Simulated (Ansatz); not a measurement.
Run this with Ansatz's Python interface and show what comes out.

`c3h5no_freq.py`:
```python
"""Harmonic frequencies of C3H5NO at its relaxed geometry."""

from dataclasses import dataclass
import itertools

import ansatz
from ase import Atoms
from ase.data import atomic_numbers, covalent_radii
import numpy as np


@dataclass
class Options:
    basis_set: str = "cc-pVDZ"
    xc: str = "pbe0"


opts = Options()

atoms = Atoms(["C", "O", "C", "C", "N", "H", "H", "H", "H", "H"], positions=[
    (-1.3004, -1.6304, -0.1061),
    (-0.114, -1.4211, 0.5578),
    (0.3538, -0.2032, 0.3094),
    (0.9148, 0.8981, 0.1119),
    (1.3956, 2.2131, -0.1564),
    (-2.0899, -0.8439, 0.2348),
    (-1.1913, -1.4935, -1.1983),
    (-1.6849, -2.5731, 0.0926),
    (1.5019, 2.8002, 0.746),
    (2.2977, 2.2027, -0.5886),
])
mol = ansatz.Crystal.molecule_from_ase(atoms)

job = mol.calculation()
job = job.basis(gaussian=opts.basis_set)
job = job.functional(opts.xc).accuracy("medium")
symbols = [site.symbol for site in mol.cartesian_sites]
start = np.array([site.position_ang for site in mol.cartesian_sites], dtype=float)
rep = job.relax(force_tolerance=0.003).run(threads=1).report
end = np.array(rep["positions_ang"])

# pairs closer than 1.2 times the sum of covalent radii, before or after
radius = [covalent_radii[atomic_numbers[s]] for s in symbols]
span = lambda where, i, j: np.linalg.norm(where[i] - where[j])
bonded = [(i, j) for i, j in itertools.combinations(range(len(symbols)), 2) if min(span(start, i, j), span(end, i, j)) < 1.2 * (radius[i] + radius[j])]
print("pair        before    after (A)")
for i, j in bonded:
    print(f"{symbols[i]}{i}-{symbols[j]}{j}".ljust(10), f"{span(start, i, j):8.4f} {span(end, i, j):8.4f}")
for first, second in list(itertools.combinations(bonded, 2)):
    shared = set(first) & set(second)
    if shared and symbols[(j := shared.pop())] != "H":
        i, k = sorted((set(first) | set(second)) - {j})
        u, v = end[i] - end[j], end[k] - end[j]
        angle = np.degrees(np.arccos(np.clip(u @ v / np.linalg.norm(u) / np.linalg.norm(v), -1, 1)))
        print(f"final angle {symbols[i]}{i}-{symbols[j]}{j}-{symbols[k]}{k}: {angle:.2f} deg")

# frequencies need a stationary point, so they are taken at the relaxed geometry
minimum = ansatz.Crystal.molecule()
for symbol, place in zip(symbols, end):
    minimum = minimum.atom(symbol, place.tolist())
vibrating = (
    minimum.calculation()
    .basis(gaussian=opts.basis_set)
    .functional(opts.xc)
    .accuracy("medium")
    .phonons(temperatures=(100, 500, 100))
)
vib = vibrating.run(threads=1).report["vibrations"]
sums = vib["harmonic_sums"]
modes = [m["omega_inv_cm"] for m in sums["modes_at_gamma"] if m["rigid_motion"] == "no"]
for number, w in enumerate(modes, start=1):
    print(f"mode {number:2d} {w:9.1f} 1/cm {w / 8065.544 * 1000:8.2f} meV")
print("imaginary modes:", sum(w < 0 for w in modes), " zero-point energy:", round(sums["zero_point_energy_ev"], 4), "eV")
print("T (K)   F_vib (eV)   S_vib (meV/K)   C_vib (meV/K)")
for row in zip(sums["temperatures_k"], sums["vibrational_free_energy_ev"], vib["entropy_ev_per_k"], vib["heat_capacity_ev_per_k"]):
    print(f"{row[0]:6.1f} {row[1]:11.4f} {1000 * row[2]:13.4f} {1000 * row[3]:15.4f}")
```

`python c3h5no_freq.py` gives:
```text
pair        before    after (A)
C0-O1        1.3755   1.4300
C0-H5        1.1654   1.1012
C0-H6        1.1061   1.1012
C0-H7        1.0373   1.0973
O1-C2        1.3281   1.3077
C2-C3        1.2516   1.2128
C3-N4        1.4256   1.3586
N4-H8        1.0818   1.0175
N4-H9        1.0003   1.0175
final angle O1-C0-H5: 110.52 deg
final angle O1-C0-H6: 110.52 deg
final angle O1-C0-H7: 106.21 deg
final angle C0-O1-C2: 114.13 deg
final angle H5-C0-H6: 109.47 deg
final angle H5-C0-H7: 110.04 deg
final angle H6-C0-H7: 110.04 deg
final angle O1-C2-C3: 178.00 deg
final angle C2-C3-N4: 177.01 deg
final angle C3-N4-H8: 113.05 deg
final angle C3-N4-H9: 113.05 deg
final angle H8-N4-H9: 109.42 deg
mode  1     120.9 1/cm    14.99 meV
mode  2     148.7 1/cm    18.43 meV
mode  3     206.6 1/cm    25.61 meV
mode  4     240.8 1/cm    29.85 meV
mode  5     361.5 1/cm    44.82 meV
mode  6     440.1 1/cm    54.56 meV
mode  7     489.0 1/cm    60.62 meV
mode  8     693.6 1/cm    85.99 meV
mode  9     792.4 1/cm    98.24 meV
mode 10    1053.4 1/cm   130.60 meV
mode 11    1158.8 1/cm   143.68 meV
mode 12    1199.3 1/cm   148.70 meV
mode 13    1212.6 1/cm   150.34 meV
mode 14    1381.3 1/cm   171.26 meV
mode 15    1453.6 1/cm   180.22 meV
mode 16    1461.2 1/cm   181.17 meV
mode 17    1469.5 1/cm   182.19 meV
mode 18    1629.4 1/cm   202.01 meV
mode 19    2445.5 1/cm   303.21 meV
mode 20    3050.1 1/cm   378.16 meV
mode 21    3141.9 1/cm   389.54 meV
mode 22    3184.3 1/cm   394.80 meV
mode 23    3530.8 1/cm   437.76 meV
mode 24    3616.0 1/cm   448.33 meV
imaginary modes: 0  zero-point energy: 2.1375 eV
T (K)   F_vib (eV)   S_vib (meV/K)   C_vib (meV/K)
 100.0      2.1340        0.1194          0.2283
 200.0      2.1104        0.3523          0.4543
 300.0      2.0641        0.5709          0.6335
 400.0      1.9966        0.7765          0.8020
 500.0      1.9091        0.9721          0.9529
```

Reading the output:
- The settings weren't tested for convergence.
- The frequencies are harmonic and unscaled, in a modest basis. The result belongs to the one conformer reached from this start, and soft torsions count as harmonic oscillators.
- Finished in 2.7 min on 1 thread of Arm Neoverse V2 (shared host), peak memory 0.26 GiB.

(Lines on the test bed's own set-up are left out of the output.)
